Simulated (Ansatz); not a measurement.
C₄H₈, singlet: cost against accuracy

Geometry (MP2(full)/6-31G*, from the G2/97 set):

```xyz
12

C     0.0000    0.0000    1.4353
C     0.0000    0.0000    0.0961
H     0.0000    0.9243    2.0049
H     0.0000   -0.9243    2.0049
C     0.0000    1.2727   -0.7023
H     0.0000    2.1530   -0.0551
H     0.8802    1.3235   -1.3531
H    -0.8802    1.3235   -1.3531
C     0.0000   -1.2727   -0.7023
H     0.0000   -2.1530   -0.0551
H    -0.8802   -1.3235   -1.3531
H     0.8802   -1.3235   -1.3531
```

Measured, as an electronic atomization energy: 4846.7 kJ/mol (G2/97 heats of formation of molecule and atoms, with zero-point and thermal terms from B3LYP taken off; Curtiss et al., J. Chem. Phys. 106, 1063 (1997), Staroverov et al., J. Chem. Phys. 119, 12129 (2003)). The measured value holds scalar relativity and spin–orbit coupling, which all computed ones lack, and core correlation, which the wave-function levels lack. Atoms are taken at the same level; beside RHF, RMP2 and RCC rows they are unrestricted. The atoms' steps beyond CCSDT(Q) are taken from restricted open-shell runs, which share full CI's core. Ansatz 0.2.0; the 6-31G* set has Cartesian d functions; a miss is computed less measured; times are wall times on shared hosts and scatter by a factor of two or so.

```csv
level,basis,miss (kJ/mol),time of the run,hardware
UHF,STO-3G,-327.8,0.27 s,1 CPU thread
BLYP,STO-3G,857.0,1.1 s,1 CPU thread
B3LYP,STO-3G,874.3,1.1 s,1 CPU thread
PBE0,STO-3G,940.6,1.1 s,1 CPU thread
BLYP,6-31G*,-44.8,1.2 s,1 CPU thread
PBE0,6-31G*,24.5,1.4 s,1 CPU thread
B3LYP,6-31G*,-16.1,1.4 s,1 CPU thread
PBE,cc-pVDZ,20.7,1.4 s,1 CPU thread
BLYP,cc-pVDZ,-122.6,1.4 s,1 CPU thread
PBE,6-31G,41.7,1.5 s,1 CPU thread
B3LYP,cc-pVDZ,-86.7,1.6 s,1 CPU thread
B2PLYP,STO-3G,626.9,1.6 s,1 CPU thread
B3LYP,6-31G,-80.5,1.9 s,1 CPU thread
RPA-PBE,6-31G*,-492.1,2 s,1 CPU thread
r2SCAN,STO-3G,898.1,2 s,1 CPU thread
RCCSD(T),6-31G*,-388.5,2 s,1 CPU thread
PBE0,6-31G,-40.7,2.1 s,1 CPU thread
r2SCANh,6-31G*,-20.1,2.2 s,1 CPU thread
r2SCAN,cc-pVDZ,-50.7,2.7 s,1 CPU thread
r2SCAN,6-31G,-55.2,2.8 s,1 CPU thread
RCCSDT(Q),STO-3G,225.8,3 s,1 CPU thread
RCCSD(T),cc-pVDZ,-319.3,3.9 s,1 CPU thread
wB97M-V,STO-3G,1033.7,4.2 s,1 CPU thread
PBE0,cc-pVQZ,21.3,4.7 s,H100 + 2 CPU threads
B3LYP,cc-pVQZ,-14.1,4.9 s,H100 + 2 CPU threads
wB97M-V,cc-pVQZ,8.3,6 s,H100 + 2 CPU threads
B2PLYP,cc-pVTZ,-39.3,6 s,H100 + 2 CPU threads
PBE,cc-pVTZ,74.0,6 s,H100 + 2 CPU threads
wB97M-V,cc-pVDZ,-17.9,7 s,1 CPU thread
wB97X-V,cc-pVTZ,-4.0,7.5 s,H100 + 2 CPU threads
PBE-QIDH,cc-pVTZ,-9.7,8.5 s,H100 + 2 CPU threads
revPBE,cc-pVTZ,-72.4,9 s,H100 + 2 CPU threads
B3LYP,cc-pVTZ,-20.2,9 s,H100 + 2 CPU threads
PBE-QIDH,cc-pVQZ,15.1,9.5 s,H100 + 2 CPU threads
BHLYP,cc-pVQZ,-115.4,12 s,H100 + 2 CPU threads
PBE0,cc-pVTZ,16.6,12 s (with forces),H100 + 2 CPU threads
RCCSD(T),cc-pVTZ,-105.7,17 s (with forces),H100 + 2 CPU threads
RCCSDTQ,STO-3G,226.0,23 s,H100 + 2 CPU threads
CISD,cc-pVDZ,-600.9,29 s,1 CPU thread
RCCSDT(Q),cc-pVDZ,-317.0,9.3 min,H100 + 2 CPU threads
```

HF's time is that of a plain UHF run.

The smallest set from which on each level stays within 1 kcal/mol of its own cc-pVQZ value: RHF none (cc-pVTZ is 1.3 kcal/mol off); PBE cc-pVTZ; r2SCAN cc-pVTZ; B3LYP none (cc-pVTZ is 1.5 kcal/mol off); wB97M-V cc-pVTZ; B2PLYP none (cc-pVTZ is 5.2 kcal/mol off); RMP2 none (cc-pVTZ is 14.7 kcal/mol off); RCCSD(T) none (cc-pVTZ is 13.9 kcal/mol off).
